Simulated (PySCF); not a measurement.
## C4H7N2: g tensor and hyperfine couplings

Species: C4H7N2 (doublet state).
Atom-mapped SMILES: `[H]/[N:6]=[C:4](\[CH:3]=[N:2]\[CH2:1])[CH3:5]` (hydrogens: H7, H8 on C1; H9 on C3; H10, H11, H12 on C5; H13 on N6)

Structure used (GFN2-xTB), in Å, numbered top down from 1:
```xyz
13
C4H7N2 angstrom
C      2.7027   -0.0873   -0.1641
N      1.4962   -0.3973    0.0998
C      0.3448   -0.0052   -0.3850
C     -0.8646   -0.1371    0.3862
C     -2.1236    0.3570   -0.2642
N     -0.9461   -0.6407    1.5570
H      3.4866   -0.7103    0.2356
H      2.9908    0.8020   -0.7209
H      0.2631    0.3288   -1.4192
H     -2.2901   -0.1606   -1.2073
H     -2.9636    0.1782    0.3992
H     -2.0480    1.4236   -0.4693
H     -0.0525   -0.9506    1.9346
```

The hyperfine couplings belong to this conformer and change with its torsions.

Computed, not measured: UKS B3LYP, pcH-1 on C H N, non-relativistic, mean-field spin-orbit, GIAO in PySCF. Isolated species at its GFN2-xTB geometry (one conformer only). Couplings are sensitive to structure, and on GFN2-xTB geometries they can be far from those on DFT ones. The frame is twisted about the N2–C3 bond at this geometry (dihedral C1–N2–C3–H9 = 29°); couplings at other torsion angles weren't computed. No stability test was run, so a lower SCF solution isn't excluded. ⟨S²⟩ is 0.774 where a pure state has 0.75.

```
g1, g2, g3                      : 2.00232, 2.00256, 2.00331
g_iso                           : 2.00273
Form of g                       : rhombic: the two nearest values differ by 24 % of g3 − g1
⟨S²⟩                            : 0.7740 (exact 0.7500)
α and β electrons               : 23, 22
HOMO–LUMO gap, α and β orbitals : 4.49, 3.87 eV
Total energy                    : -266.08630 Eh
```

Hyperfine couplings atom by atom, in G; T1 to T3 are the principal values of the dipolar part; ρ(0) is the spin density at the nucleus (MHz turned into gauss with g_iso; 10 G = 1 mT):

```csv
atom,isotope,a_iso,T1,T2,T3,Mulliken spin population,ρ(0) (bohr⁻³)
C1,13C,18.6,-12.1,-11.4,23.5,0.41,0.0463
N2,14N,2.3,-6.0,0.1,5.9,-0.05,0.0199
C3,13C,19.3,-16.1,-15.8,31.9,0.55,0.0481
C4,13C,-9.6,-6.6,2.5,4.1,-0.14,-0.0240
C5,13C,0.4,-0.2,-0.1,0.3,0.01,0.0011
N6,14N,3.3,-4.5,-4.4,8.8,0.28,0.0287
H7,1H,-7.5,-5.5,-1.1,6.7,-0.02,-0.0047
H8,1H,-4.5,-4.8,-0.8,5.5,0.00,-0.0028
H9,1H,-9.8,-7.0,-0.6,7.6,-0.01,-0.0061
H10,1H,-3.2,-0.7,-0.5,1.1,0.00,-0.0020
H11,1H,-0.6,-0.5,-0.3,0.8,0.00,-0.0004
H12,1H,-3.2,-0.7,-0.4,1.1,0.00,-0.0020
H13,1H,-6.5,-3.8,-1.8,5.6,-0.01,-0.0041
```

The largest Mulliken spin populations are on C3 (+0.55), C1 (+0.41), N6 (+0.28) and C4 (-0.14). Three atoms exceed +0.15. The positive populations add up to 1.25 and the negative ones to -0.25, together 2S = 1. The angles at C3 add up to 359.7°, so it is planar.

The SMILES `[H]/N=C(C)\C=N\[CH2]` draws the unpaired electron on C1, whose computed spin population is only +0.41.

Under fast tumbling the dipolar parts average out, and these isotropic splittings remain (the largest six): 1 × 1H (H9, I = 1/2, 2 lines) with 0.98 mT, 1 × 1H (H7, I = 1/2, 2 lines) with 0.75 mT, 1 × 1H (H13, I = 1/2, 2 lines) with 0.65 mT, 1 × 1H (H8, I = 1/2, 2 lines) with 0.45 mT, 1 × 14N (N6, I = 1, 3 lines) with 0.33 mT and 3 × 1H (H10/H11/H12, I = 1/2, 4 lines) with 0.23 mT.

Nuclei that the bonding pattern makes equivalent are averaged, as if the motion that swaps them (rotation, inversion, ring flip) were fast. H7 and H8 aren't averaged: C1 is flat or nearly so (angle sum 360°), and its turn about the short C1–N2 bond (1.27 Å) is taken as slow. The three 1H nuclei of mean -6.5 MHz run from -8.9 to -1.7 MHz in the frozen geometry.

The 13C coupling of C3 (54.1 MHz) shows only in satellite lines or after enrichment, since that isotope makes up about 1.07 % of natural carbon.

On one thread of an Arm Neoverse V2, no GPU, shared host with 96 logical CPUs at a one-minute load of 30, this took 32 s (with the writing of density and orbital grids) and 0.85 GiB of memory at its peak.
